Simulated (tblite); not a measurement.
Compound: C5H7O (doublet state).
Numbering: `[OH:1][CH2:2][CH:3][C:4]1=[CH:5][CH2:6]1` (hydrogens: H7 on O1; H8, H9 on C2; H10 on C3; H11 on C5; H12, H13 on C6)
Bond orders are those of one Lewis drawing.

Computed with GFN2-xTB (tblite), gas phase: L-BFGS steps from a force-field or distance-geometry start until the largest atomic force falls under 0.01 eV/Å.

The end geometry, which sets the zero of energy:
```
atom  x, y, z in Å
O1     -1.7139    1.3968   -0.0977
C2     -1.8831    0.0054   -0.1354
C3     -0.6295   -0.7895    0.0379
C4      0.6018   -0.2437    0.0968
C5      1.4426    0.8216    0.0898
C6      2.0697   -0.5133    0.2233
H7     -0.8896    1.6117   -0.5491
H8     -2.3598   -0.2935   -1.0897
H9     -2.5954   -0.2383    0.6631
H10    -0.7520   -1.8607    0.0947
H11     1.6189    1.8675    0.0846
H12     2.4757   -0.8242    1.1816
H13     2.6102   -0.9393   -0.6175
```

Question: These geometries come from the run, each turned onto the end geometry. Order them by energy, lowest first.
A.
```
atom  x, y, z in Å
O1     -1.7567    1.3809   -0.1548
C2     -1.8884   -0.0074   -0.1060
C3     -0.6039   -0.7466   -0.0432
C4      0.6135   -0.1793    0.0515
C5      1.4859    0.8542    0.2064
C6      2.0549   -0.5127    0.2704
H7     -0.9609    1.5850   -0.6413
H8     -2.4576   -0.3699   -0.9731
H9     -2.4927   -0.2187    0.7763
H10    -0.7050   -1.8192   -0.0545
H11     1.7357    1.8673    0.0038
H12     2.3260   -0.9697    1.2146
H13     2.6448   -0.8633   -0.5679
```
B.
```
atom  x, y, z in Å
O1     -2.0405    1.2604   -0.3384
C2     -1.7147   -0.0883   -0.0441
C3     -0.5185   -0.4848   -0.8886
C4      0.7517   -0.1302   -0.3493
C5      1.7852    0.6834   -0.2714
C6      1.8827   -0.5166    0.6292
H7     -1.8726    1.8386    0.3923
H8     -2.6133   -0.6880   -0.2826
H9     -1.4352   -0.1760    1.0292
H10    -0.6065   -1.4934   -1.2801
H11     2.2760    1.5790   -0.6149
H12     1.6346   -0.4083    1.6869
H13     2.4667   -1.3753    0.3140
```
C.
```
atom  x, y, z in Å
O1     -1.8957    1.3528   -0.2002
C2     -1.8915   -0.0362   -0.1130
C3     -0.5742   -0.6962   -0.1924
C4      0.6306   -0.1388    0.0278
C5      1.5466    0.8424    0.1778
C6      2.0269   -0.5429    0.3373
H7     -1.0859    1.7137   -0.5214
H8     -2.6495   -0.3567   -0.8253
H9     -2.3146   -0.2845    0.8601
H10    -0.5234   -1.7470   -0.3347
H11     1.8817    1.7839   -0.1799
H12     2.1891   -0.8958    1.3442
H13     2.6556   -0.9943   -0.3979
```
D.
```
atom  x, y, z in Å
O1     -1.7381    1.4007   -0.1497
C2     -1.8925    0.0036   -0.1073
C3     -0.6136   -0.7654   -0.0134
C4      0.6055   -0.2026    0.0640
C5      1.4626    0.8388    0.2031
C6      2.0560   -0.5177    0.2519
H7     -0.9449    1.5867   -0.6683
H8     -2.4428   -0.3530   -1.0046
H9     -2.5253   -0.2027    0.7682
H10    -0.6848   -1.8465   -0.0163
H11     1.7031    1.8614    0.0511
H12     2.3662   -0.9416    1.1993
H13     2.6445   -0.8611   -0.5958
```
E.
```
atom  x, y, z in Å
O1     -1.6962    1.4013   -0.1403
C2     -1.8787    0.0111   -0.1201
C3     -0.6249   -0.7915    0.0192
C4      0.6059   -0.2484    0.1038
C5      1.4417    0.8200    0.1403
C6      2.0748   -0.5157    0.2279
H7     -0.9298    1.5977   -0.6908
H8     -2.4094   -0.3189   -1.0340
H9     -2.5480   -0.1933    0.7257
H10    -0.7527   -1.8631    0.0390
H11     1.6117    1.8667    0.1633
H12     2.4796   -0.8608    1.1752
H13     2.6217   -0.9045   -0.6268
```

Answer: E (0.002 eV), D (0.029 eV), A (0.051 eV), C (0.273 eV), B (1.151 eV).

In the order of the answer:

```tsv
step	E above end (eV)	largest force (eV/Å)	rms force component (eV/Å)	rms distance from end (Å)	rms bond change (Å)	bond most changed (Å)
52	0.002	0.02	0.007	0.064	0.000	C2–H8 -0.001
41	0.029	0.22	0.075	0.103	0.002	O1–C2 +0.004
37	0.051	0.45	0.136	0.127	0.006	C2–C3 -0.011
30	0.273	1.24	0.394	0.285	0.013	O1–H7 -0.021
1	1.151	1.78	0.467	0.937	0.030	C3–C4 +0.077
```

The cost below is that of the whole relaxation. On one thread, Arm Neoverse V1 (aarch64), shared host with 32 logical CPUs at a one-minute load of 12, this took 0.41 s.
